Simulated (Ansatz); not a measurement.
Z-matrix (Å, degrees):
```
C
C 1 1.520
H 1 1.094 2 110.9
H 1 1.092 2 111.2 3 119.8
H 1 1.092 2 111.9 3 -120.1
C 2 1.524 1 114.0 3 56.7
H 2 1.095 1 109.0 3 -65.1
H 2 1.097 1 109.5 3 179.3
C 6 1.522 2 114.1 1 65.0
H 6 1.096 2 108.8 1 -58.2
H 6 1.097 2 109.0 1 -173.5
C 9 1.524 6 114.1 2 174.0
H 9 1.096 6 109.9 2 -63.4
H 9 1.097 6 108.6 2 52.2
C 12 1.520 9 114.0 6 65.0
H 12 1.097 9 109.1 6 -57.8
H 12 1.095 9 108.8 6 -173.1
H 15 1.092 12 111.9 9 -63.4
H 15 1.092 12 111.2 9 176.5
H 15 1.094 12 110.9 9 56.7
```

Charge 0, multiplicity 1.

(1) List the r2SCAN/def2-TZVPP orbital energies in eV (Ansatz). (Estimate.)

Results:

(1) The calculation gave: Occupied: -272.79, -272.79, -272.71, -272.71, -272.58, -272.58, -21.06, -19.93, -18.23, -16.76, -15.17, -14.23, -11.89, -11.45, -11.06, -10.82, -9.94, -9.53, -9.49, -8.74, -8.36, -8.34, -7.78, -7.74, -7.51. Lowest empty: 1.23, 1.73, 1.92, 1.98, 2.85, 2.95, 3.13, 3.13.
